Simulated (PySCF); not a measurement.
Zinc-blende BP: PBE at its full settings () and at cheaper ones, in a cell of 2 atoms.

```json
[
 {"level and setting": "PBE (PySCF)", "lattice constant a (Å)": "4.548", "bulk modulus B0 (GPa)": "160", "band gap (eV)": "1.21"},
 {"level and setting": "PBE/6-31G* (PySCF)", "lattice constant a (Å)": "4.585", "bulk modulus B0 (GPa)": "157", "band gap (eV)": "1.39"},
 {"level and setting": "PBE/GTH-DZVP (PySCF)", "lattice constant a (Å)": "4.588", "bulk modulus B0 (GPa)": "155", "band gap (eV)": "1.48"},
 {"level and setting": "PBE/GTH-SZV (PySCF)", "lattice constant a (Å)": "4.704", "bulk modulus B0 (GPa)": "139", "band gap (eV)": "4.18"},
 {"level and setting": "PBE/STO-3G (PySCF)", "lattice constant a (Å)": "4.512", "bulk modulus B0 (GPa)": "224", "band gap (eV)": "4.79"}
]
```

Largest shifts from the full settings: lattice constant a +3.43 % (PBE/GTH-SZV), against a difference of +0.51 % of the full result from the reference 4.525 Å (measured, static lattice: zero-point anharmonic expansion removed; as tabulated in Mejia-Rodriguez and Trickey (2018), arXiv:1807.09216); bulk modulus +40 % (PBE/STO-3G), against a difference of -9.1 % of the full result from the reference 176 GPa (measured, 0 K, zero-point effect removed, our sources range from 168 to 176; as tabulated in Goldzak et al. (2022), arXiv:2208.04865); band gap +3.58 eV (PBE/STO-3G), against a difference of -0.99 eV of the full result from the reference 2.2 eV (measured, zero-point renormalisation of 0.106 eV removed from the gap extrapolated to 0 K (as printed); the shift is computed, second of two values printed, our sources range from 2.20 to 2.50; as tabulated in X. Ren, F. Merz, H. Jiang et al., All-electron periodic G0W0 implementation …).

The full settings aren't shown to be converged themselves.

Density-functional gaps are differences of (generalised) Kohn–Sham levels.

Cells: PBE at the level's own equilibrium cell for 2 of them, at the measured cell for 1 of them; PBE/6-31G* at the level's own equilibrium cell for 2 of them, at the measured cell for 1 of them; PBE/GTH-DZVP at the level's own equilibrium cell for 2 of them, at the measured cell for 1 of them; PBE/GTH-SZV at the level's own equilibrium cell for 2 of them, at the measured cell for 1 of them; PBE/STO-3G at the level's own equilibrium cell for 2 of them, at the measured cell for 1 of them.

Run with cheap settings on purpose, which may leave them unconverged: PBE/6-31G*, PBE/GTH-DZVP, PBE/GTH-SZV, PBE/STO-3G.
